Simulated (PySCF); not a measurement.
Atom-mapped SMILES (the numbers label the heavy atoms): `[CH3:1][O:2][C@@H:3]1[O:4][C@H:5]1[F:6]` (H(Xn): hydrogen on atom n).

Geometry: PBE0-D3(BJ)/def2-SVP; GIAO shifts from PySCF 2.14.0 with density-fitted response routines, gas phase, non-relativistic, averaged over equivalent atoms.

At PBE0/IGLO-III (260 basis functions, 40 s wall time on 1 thread of an Arm Neoverse N1, shared host):
```
atoms  δ (ppm)
   C5     91.6
   C3     81.9
   C1     56.2
   O4    116.3
   O2     51.6
   F6   -174.1
H(C5)     5.14
H(C3)     4.26
H(C1)     3.36
```

Shifts are taken against calculated references (same method and geometry level): ¹³C (183.78 ppm) and ¹H (31.37 ppm) vs TMS; ¹⁷O (327.19 ppm) against H2O; ¹⁹F (174.63 ppm) against CFCl3.

Question: Estimate the result of repeating the calculation with PBE0/pcSseg-2.

Answer: 
| atoms | δ at PBE0/pcSseg-2 | change |
| --- | --- | --- |
| C5 | 92.6 | +1.0 |
| C3 | 82.7 | +0.8 |
| C1 | 57.0 | +0.8 |
| O4 | 115.8 | -0.5 |
| O2 | 51.0 | -0.6 |
| F6 | -173.7 | +0.4 |
| H(C5) | 5.12 | -0.02 |
| H(C3) | 4.21 | -0.05 |
| H(C1) | 3.34 | -0.02 |

Shifts are taken against calculated references (same method and geometry level): ¹³C (184.13 ppm), ¹H (31.25 ppm) against TMS; ¹⁷O (328.15 ppm) vs H2O; ¹⁹F (175.81 ppm) against CFCl3.

The largest change is at C5 (epoxide ring carbon). Cost: 286 basis functions, 49 s wall time on 1 thread of an Arm Neoverse N1, shared host. The order of the carbon signals is the same at both levels.

Unscaled 19F shifts against computed CFCl3 carry errors that often reach 10 to 50 ppm. Experimental scales use liquid or dissolved standards, which lie at an offset from isolated H2O (liquid H2O: subtract about 36 ppm).
